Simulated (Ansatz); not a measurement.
## How methods differ on BSiH3 (SMILES B[SiH])

The species is BSiH3 (5 atoms), meant as a triplet with charge 0. As SMILES, `B[SiH]`. The shape is that of a GFN2-xTB optimisation.

Each level gives the vertical ionisation energy (to the doublet cation) (eV). The values are calculated.

```
            level                    kind  program  value (eV)  less FCI/STO-3G  CPU time (all runs)
       UHF/STO-3G            Hartree–Fock   Ansatz        5.14            -0.22               0.29 s
    USVWN5/STO-3G                     LDA   Ansatz        6.35            +0.99                2.2 s
     UBLYP/STO-3G                     GGA   Ansatz        6.30            +0.94                6.7 s
  U-r2SCAN/STO-3G                meta-GGA   Ansatz        6.63            +1.27                 17 s
 U-r2SCAN0/STO-3G         hybrid meta-GGA   Ansatz        6.49            +1.13                 11 s
    UB3LYP/STO-3G           global hybrid   Ansatz        6.41            +1.05                4.8 s
UCAM-B3LYP/STO-3G  range-separated hybrid   Ansatz        6.28            +0.92                4.8 s
      UMP2/STO-3G     perturbation theory   Ansatz        5.29            -0.07               0.28 s
   UCCSDTQ/STO-3G   coupled cluster or CI   Ansatz        5.36             0.00                 26 s
       FCI/STO-3G      exact in the basis   Ansatz        5.36             0.00                2.9 s
```

FCI/STO-3G is exact within its basis and frozen core, so for wave-function methods in that basis the difference is their error; functionals converge differently with the basis, so for them it is only a difference. The values span 5.14 to 6.63 eV. All rows use very small basis sets, so none should be taken for the real molecule's value. Times are those of the runs behind each value, whatever else they computed, on shared processors of several kinds: orders of magnitude only.
